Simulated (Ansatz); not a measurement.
# Worked example: correlation energy of SiN⁺, quintet

Geometry: that of the SiN, quartet, kept fixed. The triplet lies 2.1 eV lower here.

```yaml
atoms:
  - { symbol: Si, position_ang: [0.0000, 0.0000, 0.0000] }
  - { symbol: N, position_ang: [0.0000, 0.0000, 1.8891] }
```

Basis cc-pVDZ; Ansatz 0.2.0. Correlated methods freeze the noble-gas cores, which leaves 8 electrons in 26 orbitals. R marks a restricted (for open shells ROHF) determinant, U an unrestricted one.

Full CI isn't at hand for all of this; UCCSDT(Q) serves as the reference, and is uncertain by about the last step of the cluster series.

Runs differ by some tens of microhartree through their thresholds and, for an open shell, their frozen cores, so steps under 0.03 kcal/mol mean nothing.

```tsv
level	total energy (hartree)
UHF	-342.930282
UMP2	-343.050473
UCCSD	-343.085074
UCCSD(T)	-343.088802
UCCSDT	-343.089873
UCCSDT(Q)	-343.090099
```

What is the correlation energy at UCCSDT(Q), and what share of it do UMP2 and UCCSD recover?

E(corr) = -343.090099 − (-342.930282) = -0.159817 hartree = -4.349 eV. UMP2: -0.120191 / -0.159817 = 75.21 %. UCCSD: -0.154792 / -0.159817 = 96.86 %.

By how many kcal/mol does UCCSD(T) miss UCCSDT(Q) (1 hartree = 627.509 kcal/mol), and which steps make up the rest?

-343.088802 − (-343.090099) = 0.001297 hartree = 0.81 kcal/mol. Steps: UCCSDT − UCCSD(T) = -0.67, UCCSDT(Q) − UCCSDT = -0.14 kcal/mol. Differences between like states or geometries often cancel part of this.
